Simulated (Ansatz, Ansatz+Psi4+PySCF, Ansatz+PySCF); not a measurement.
```yaml
atoms:
  - { symbol: O, position_ang: [0.0000, 0.0000, -0.6495] }
  - { symbol: F, position_ang: [0.0000, 0.0000, 0.6495] }
```

Basis set: cc-pVTZ (spherical functions). Left uncorrelated: 2 orbitals. Correlation on ROHF uses semicanonical orbitals with singles. Charge 0, multiplicity 2.

Computed with Ansatz (development build ahead of 0.2.0); each method stands on the lowest determinant of its kind that the runs found.

The atomization energy at this shape (free ground-state atoms in the same class of orbitals less the molecule, no zero-point energy) of doublet OF:

```tsv
method	atomization energy
ROHF-CCSD(T)	192.6 kJ/mol
UHF-CCSD	169.0 kJ/mol
```

**Question.** What does ROHF-MP2 give?

**Answer.** 206.6 kJ/mol.
